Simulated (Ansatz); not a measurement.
Base system: Nb in the bcc (W type) structure (space group Im-3m, No. 229; a = 3.310 Å).

All numbers come from PBE, PAW, 420 eV (Ansatz, a first-principles code; spin-orbit coupling left out).

Modification: V takes the place of Nb on all its sites; the structure is relaxed again.

Measured lattice parameter a: Nb 3.294 Å (static lattice; corrected from measurement; as listed in Daniel Mejia-Rodriguez, S. B. Trickey, Phys. Rev. B (2018)); V 3.021 Å (static lattice; corrected from measurement; as listed in Daniel Mejia-Rodriguez, S. B. Trickey, Phys. Rev. B (2018)).

Question: How well does PBE reproduce the measured shift?

Answer: With PBE the lattice parameter a moves by -0.312 Å (3.310 → 2.997) against -0.273 Å measured.

Stability against distortions was not tested. Seeded moments were not kept for Nb → V. The final runs are not spin-polarised.
